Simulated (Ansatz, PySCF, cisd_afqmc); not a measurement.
System: SO2, charge 0, singlet. SO2 (sulfur dioxide, SMILES S(=O)=O).
B3LYP-D3(BJ)/def2-TZVP minimum from Ansatz (a quantum-chemistry and plane-wave program):
```
S
O 1 1.4386
O 1 1.4386 2 118.87
```

Atomisation energy term by term, kcal/mol (programs: Ansatz, cisd_afqmc). Open shells are spin-unrestricted; no spin-orbit coupling. Correlated methods leave the cores frozen. Rows without X2C or -DK are non-relativistic. AFQMC/CISD: phaseless, guided by CISD from CCSD amplitudes; bars are statistical, one sigma. Outlying blocks are dropped, and bars are widened where a walk drifts. Over all cases where full CI ran beside it in this data, AFQMC minus full CI had a median of +0.1 mEh and passed +0.4 mEh in a tenth of the cases. CBS(X,Y): correlation extrapolated as X^-3, Hartree-Fock from the larger set (Q,5: extrapolated as (X+1)exp(-9√X)). A bracket is a step between two methods taken in the basis named. '+ core + X2C': CCSD(T) terms for core correlation (cc-pwCVTZ, 1s frozen past Ne) and scalar relativity (cc-pVTZ-DK). The restricted determinant of O2S (O=S=O, singlet) is unstable towards broken spin symmetry in at least one set run.

```json
[
 {"term": "Hartree-Fock", "basis": "CBS(cc-pV(Q+d)Z,cc-pV(5+d)Z)", "kcal/mol": "109.07"},
 {"term": "CCSD correlation", "basis": "CBS(cc-pV(Q+d)Z,cc-pV(5+d)Z)", "kcal/mol": "133.83"},
 {"term": "(T)", "basis": "CBS(cc-pV(Q+d)Z,cc-pV(5+d)Z)", "kcal/mol": "16.25"},
 {"term": "CCSDT(Q) - CCSD(T)", "basis": "cc-pV(T+d)Z", "kcal/mol": "0.82"},
 {"term": "core correlation", "basis": "cc-pwCVTZ", "kcal/mol": "1.08"},
 {"term": "scalar relativity", "basis": "X2C, cc-pVTZ-DK", "kcal/mol": "-0.73"},
 {"term": "minus zero-point energy", "basis": "Hessian by PySCF at B3LYP-D3(BJ)/def2-TZVP", "kcal/mol": "-4.40"},
 {"term": "sum: D0", "basis": "", "kcal/mol": "255.9"}
]
```

The step beyond CCSD(T) by other levels: AFQMC/CISD in cc-pV(D+d)Z 1.54 ± 0.30; CCSDT(Q) in cc-pV(D+d)Z 1.67; AFQMC/CISD in cc-pV(T+d)Z 0.50 ± 0.32 kcal/mol.
